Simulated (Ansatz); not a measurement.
A calculation with Ansatz (development build ahead of 0.2.0).

```yaml
crystal:
  periodic: [false, false, false]
  atoms:
    - { symbol: C, position_ang: [1.39, 0.0, 0.0] }
    - { symbol: C, position_ang: [0.695, 1.20378, 0.0] }
    - { symbol: C, position_ang: [-0.695, 1.20378, 0.0] }
    - { symbol: C, position_ang: [-1.39, 0.0, 0.0] }
    - { symbol: C, position_ang: [-0.695, -1.20378, 0.0] }
    - { symbol: C, position_ang: [0.695, -1.20378, 0.0] }
    - { symbol: H, position_ang: [-1.2375, 2.14341, 0.0] }
    - { symbol: H, position_ang: [-2.475, 0.0, 0.0] }
    - { symbol: H, position_ang: [-1.2375, -2.14341, 0.0] }
    - { symbol: H, position_ang: [1.2375, -2.14341, 0.0] }
basis:
  gaussian: { orbitals: def2-SVP }
hamiltonian:
  xc: hf
```

The input is written out in the form of the current development build from the run's settings.

Results

```json
{
  "Converged": "yes",
  "Total energy": "-229.17159 hartree",
  "Spin squared of the determinant": "0.000",
  "Stability test": "minimum among restricted orbitals"
}
```

Caution: an unrestricted determinant lies well below.
